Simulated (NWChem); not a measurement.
Species: phosphine (PH$_{3}$); SMILES P

Computed with NWChem. Structure relaxed at the PBE0-D3(BJ)/def2-TZVP level. LC-ωPBE (HJS hole) with def2-SVP; x = 1 − exp(−ω/0.25 bohr⁻¹) is a scale chosen for this fit.

| row | x | −ε(HOMO) (eV) |
|---|---|---|
| ω = 0.10 | 0.330 | 8.02 |
| ω = 0.15 | 0.451 | withheld |
| ω = 0.20 | 0.551 | 9.19 |
| ω = 0.30 | 0.699 | 10.01 |
| ω = 0.80 | 0.959 | 11.32 |

Q: Fit a straight line of the last column on the one before it, predict the withheld value, and compare with the run.

A: 
1. Means of the 4 shown rows: x = 0.6348, y = 9.635. Slope Σ(x − x̄)(y − ȳ)/Σ(x − x̄)² = 1.100/0.2092 = 5.259; intercept 6.297.
2. The shown rows scatter about the line by 0.022 (root mean square); the largest residual is +0.04, at ω = 0.30.
3. At x = 0.451 (ω = 0.15; inside the shown range) the line gives 8.67.
4. The run gives 8.65, -0.02 from the line, 0.9 times the scatter.
